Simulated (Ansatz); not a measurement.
Steps of a relaxation of C$_{3}$H$_{3}$FS (`FCC=C=S`) with RKS PBE-D4/def2-SVP.

```sh
$ ansatz run in.yaml --threads 2 --pin off --events-out ev --progress --plain --max-ram 4352MiB
```

```yaml
crystal:
  periodic: [false, false, false]
  atoms:
    - {symbol: F, position_ang: [-1.210900, 1.357900, 0.964300]}
    - {symbol: C, position_ang: [-0.123600, 0.703200, 0.691500]}
    - {symbol: C, position_ang: [-0.430800, -0.349000, -0.328900]}
    - {symbol: C, position_ang: [0.590500, -0.986300, -0.976300]}
    - {symbol: S, position_ang: [1.790700, -1.895300, -1.891500]}
    - {symbol: H, position_ang: [0.219900, 0.281900, 1.632900]}
    - {symbol: H, position_ang: [0.656600, 1.420000, 0.338700]}
    - {symbol: H, position_ang: [-1.400200, -0.589400, -0.486600]}
basis:
  gaussian: {orbitals: def2-SVP}
hamiltonian: {xc: pbe, dispersion: d4}
relax: {f_tol: 0.03, max_steps: 200}
```

Positions (Å) and forces (eV/Å) along the path, 13 of 13 steps:

```xyz
8
step=1 energy=-16690.4177 eV
F    -1.211    1.358    0.964   -3.422    2.221    0.672
C    -0.124    0.703    0.692    2.190   -0.519   -0.581
C    -0.431   -0.349   -0.329    6.456   -0.564   -0.839
C     0.591   -0.986   -0.976    1.400   -2.138   -2.166
S     1.791   -1.895   -1.891   -3.687    2.994    2.996
H     0.220    0.282    1.633    0.675   -0.718    0.697
H     0.657    1.420    0.339    0.198   -0.185   -0.110
H    -1.400   -0.589   -0.487   -3.810   -1.091   -0.668
8
step=2 energy=-16691.3450 eV
F    -1.235    1.412    0.939   -1.052    0.745    0.151
C    -0.115    0.708    0.692    0.955   -0.317   -0.200
C    -0.391   -0.368   -0.339    1.601    0.012   -0.120
C     0.584   -0.994   -0.992    1.398   -1.519   -1.610
S     1.739   -1.812   -1.840   -2.076    1.614    1.655
H     0.235    0.256    1.642    0.070   -0.169    0.218
H     0.698    1.387    0.334   -0.072   -0.041    0.025
H    -1.423   -0.647   -0.491   -0.825   -0.325   -0.119
8
step=3 energy=-16691.5027 eV
F    -1.233    1.473    0.854   -0.063    0.111    0.024
C    -0.099    0.710    0.689    0.211   -0.270   -0.192
C    -0.354   -0.368   -0.357   -0.330    0.218    0.513
C     0.587   -0.994   -1.036   -1.330    0.800    0.760
S     1.667   -1.737   -1.834    1.508   -0.953   -1.075
H     0.171    0.241    1.670   -0.134    0.099   -0.083
H     0.751    1.362    0.376   -0.059   -0.044    0.056
H    -1.398   -0.742   -0.418    0.196    0.039   -0.003
8
step=4 energy=-16691.5525 eV
F    -1.226    1.492    0.828   -0.037    0.070   -0.041
C    -0.101    0.707    0.694    0.149   -0.193   -0.046
C    -0.355   -0.396   -0.320   -0.011    0.149    0.112
C     0.584   -0.998   -1.032   -0.194    0.018   -0.054
S     1.685   -1.724   -1.883    0.110   -0.012   -0.031
H     0.144    0.266    1.692   -0.083    0.047   -0.028
H     0.762    1.339    0.378   -0.036   -0.035    0.032
H    -1.402   -0.743   -0.412    0.103   -0.045    0.055
8
step=5 energy=-16691.5745 eV
F    -1.183    1.556    0.766   -0.124    0.058   -0.101
C    -0.102    0.701    0.688    0.103    0.025    0.071
C    -0.363   -0.405   -0.309    0.056   -0.034    0.024
C     0.572   -0.982   -1.050   -0.065    0.036   -0.052
S     1.682   -1.673   -1.923   -0.009    0.044    0.020
H     0.071    0.285    1.708   -0.056   -0.084    0.017
H     0.802    1.289    0.414    0.033   -0.085   -0.063
H    -1.386   -0.828   -0.351    0.064    0.039    0.084
8
step=6 energy=-16691.6002 eV
F    -1.119    1.658    0.613    0.393   -0.372   -0.032
C    -0.102    0.693    0.691   -0.075    0.366    0.305
C    -0.361   -0.444   -0.254   -0.022   -0.363   -0.285
C     0.556   -0.954   -1.072    0.041    0.051   -0.020
S     1.665   -1.560   -2.015   -0.245    0.140    0.185
H    -0.075    0.319    1.753   -0.046    0.145   -0.331
H     0.882    1.178    0.461   -0.262   -0.129    0.092
H    -1.354   -0.948   -0.232    0.216    0.163    0.086
8
step=7 energy=-16691.6173 eV
F    -1.084    1.675    0.539    0.295   -0.275    0.011
C    -0.100    0.688    0.695   -0.125    0.311    0.185
C    -0.352   -0.467   -0.233   -0.064   -0.195   -0.071
C     0.551   -0.945   -1.080    0.152   -0.030   -0.128
S     1.645   -1.516   -2.060   -0.210    0.115    0.170
H    -0.136    0.349    1.765   -0.020    0.062   -0.254
H     0.903    1.141    0.502   -0.168   -0.093    0.039
H    -1.334   -0.981   -0.185    0.140    0.106    0.048
8
step=8 energy=-16691.6302 eV
F    -1.042    1.690    0.462    0.166   -0.151    0.026
C    -0.101    0.686    0.699   -0.103    0.131    0.003
C    -0.338   -0.495   -0.203    0.024   -0.001   -0.033
C     0.549   -0.938   -1.084   -0.021    0.005   -0.014
S     1.620   -1.464   -2.106   -0.037    0.026    0.040
H    -0.202    0.375    1.765   -0.011    0.029   -0.048
H     0.920    1.098    0.544   -0.031   -0.006    0.020
H    -1.313   -1.008   -0.131    0.012   -0.033    0.007
8
step=9 energy=-16691.6329 eV
F    -0.995    1.716    0.403    0.071   -0.050    0.029
C    -0.104    0.686    0.697   -0.041    0.063   -0.041
C    -0.338   -0.503   -0.197    0.002   -0.058    0.129
C     0.540   -0.925   -1.096   -0.025   -0.025   -0.027
S     1.603   -1.425   -2.138   -0.033    0.031    0.028
H    -0.266    0.393    1.761    0.012    0.015   -0.050
H     0.937    1.061    0.585   -0.047   -0.004    0.012
H    -1.285   -1.061   -0.070    0.059    0.028   -0.079
8
step=10 energy=-16691.6343 eV
F    -0.966    1.717    0.349    0.035   -0.046    0.006
C    -0.103    0.683    0.701    0.009   -0.011    0.055
C    -0.321   -0.533   -0.163   -0.114    0.062    0.029
C     0.538   -0.924   -1.093    0.013   -0.054   -0.063
S     1.581   -1.386   -2.173   -0.036    0.021    0.057
H    -0.303    0.423    1.768    0.017    0.024   -0.071
H     0.947    1.041    0.614   -0.060   -0.024    0.005
H    -1.282   -1.077   -0.060    0.135    0.028   -0.018
8
step=11 energy=-16691.6354 eV
F    -0.972    1.717    0.363    0.018   -0.018    0.007
C    -0.104    0.683    0.701   -0.012    0.005   -0.003
C    -0.327   -0.524   -0.172   -0.001    0.037    0.030
C     0.538   -0.924   -1.094   -0.005   -0.026   -0.030
S     1.585   -1.396   -2.163   -0.014    0.012    0.024
H    -0.293    0.417    1.766    0.002    0.004   -0.017
H     0.943    1.045    0.607   -0.010   -0.005    0.002
H    -1.279   -1.075   -0.064    0.022   -0.009   -0.014
8
step=12 energy=-16691.6350 eV rejected
F    -0.964    1.718    0.354   -0.012    0.013   -0.007
C    -0.104    0.681    0.698    0.023    0.109    0.098
C    -0.325   -0.524   -0.167   -0.041   -0.106   -0.072
C     0.533   -0.924   -1.095    0.027    0.003   -0.015
S     1.583   -1.388   -2.166   -0.015   -0.004    0.007
H    -0.302    0.417    1.762    0.011    0.008    0.001
H     0.945    1.041    0.613   -0.004   -0.014    0.000
H    -1.274   -1.078   -0.055    0.010   -0.009   -0.012
8
step=13 energy=-16691.6355 eV
F    -0.968    1.719    0.360    0.000    0.000    0.000
C    -0.104    0.684    0.700   -0.002    0.011    0.005
C    -0.327   -0.524   -0.171    0.005    0.004    0.007
C     0.536   -0.924   -1.095   -0.001   -0.005   -0.009
S     1.584   -1.394   -2.164   -0.003    0.001    0.005
H    -0.296    0.418    1.765    0.000   -0.002   -0.001
H     0.943    1.043    0.610    0.002   -0.002   -0.001
H    -1.275   -1.079   -0.062    0.000   -0.008   -0.006
```

Run time 13 s (2 threads of an Intel Xeon Platinum 8488C on a shared host); peak host memory 0.15 GiB.
